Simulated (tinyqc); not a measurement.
Inside a calculation. Method: extended Hueckel theory, for PH2+. The parameters take no account of the charge, which enters only through the electron count. One step of it, computed by the program tinyqc.

Task: Mulliken analysis. P = C n C^T; charge = valence electrons (P 5, H 1) minus the sum of (P S)_ii on the atom; overlap population = 2 sum P_ij S_ij between two atoms.

coefficients:
```
,MO1,MO2,MO3,MO4,MO5,MO6
1P 3s,0.622797,0.000000,-0.449217,0.000000,0.000000,1.108274
1P 3px,0.000000,0.000000,0.000000,1.000000,0.000000,0.000000
1P 3py,0.000000,0.579826,0.000000,0.000000,1.252010,0.000000
1P 3pz,0.109534,0.000000,0.861075,0.000000,0.000000,0.820193
2H 1s,0.312763,0.374053,0.106183,0.000000,-0.944763,-0.965237
3H 1s,0.312763,-0.374053,0.106183,0.000000,0.944763,-0.965237
```

occupations: 2.000000  2.000000  2.000000  0.000000  0.000000  0.000000

overlap S:
```
,1P 3s,1P 3px,1P 3py,1P 3pz,2H 1s,3H 1s
1P 3s,1.000000,0.000000,0.000000,0.000000,0.443254,0.443254
1P 3px,0.000000,1.000000,0.000000,0.000000,0.000000,0.000000
1P 3py,0.000000,0.000000,1.000000,0.000000,0.467784,-0.467784
1P 3pz,0.000000,0.000000,0.000000,1.000000,0.319948,0.319948
2H 1s,0.443254,0.000000,0.467784,0.319948,1.000000,0.078092
3H 1s,0.443254,0.000000,-0.467784,0.319948,0.078092,1.000000
```

Give: charges; Overlap populations.

Result:

charges: 1P 0.8139, 2H 0.0931, 3H 0.0931

Overlap populations:
```
pair,value
2-1,0.827471
3-1,0.827471
3-2,-0.009627
```
